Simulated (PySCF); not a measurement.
Nitrogen: a sound run and one with changed settings

Sound run: N [He] 2s2 2p3, N⁺ [He] 2s2 2p2. Computed with PySCF 2.14 in aug-cc-pVDZ (4s3p2d, 23 functions), with the non-relativistic Hamiltonian (point nucleus). The sound run starts from symmetry-adapted Hartree-Fock orbitals and uses a fine grid where one is needed.

Changed run: radial step 0.8 in ln r (0.13 in the sound run). This setting is unsound on purpose.

```tsv
species	method	sound run (hartree)	changed run (hartree)	converged
N	UHF	-54.39318	-54.39318	yes
N	r2SCAN	-54.57113	-54.59910	yes
N	PBE0	-54.53455	-54.56334	yes
N⁺	UHF	-53.88126	-53.88126	yes
N⁺	r2SCAN	-54.02542	-54.04869	yes
N⁺	PBE0	-53.99312	-54.01262	yes
```

Ionisation energy of N:

```
method  sound run (eV)  changed run (eV)
   UHF          13.930            13.930
r2SCAN          14.850            14.977
  PBE0          14.733            14.986
```

A coarse radial grid mis-integrates the density and the exchange-correlation energy, with errors of either sign; Hartree-Fock needs no grid.

For comparison, NIST gives 14.534 eV between the lowest levels.
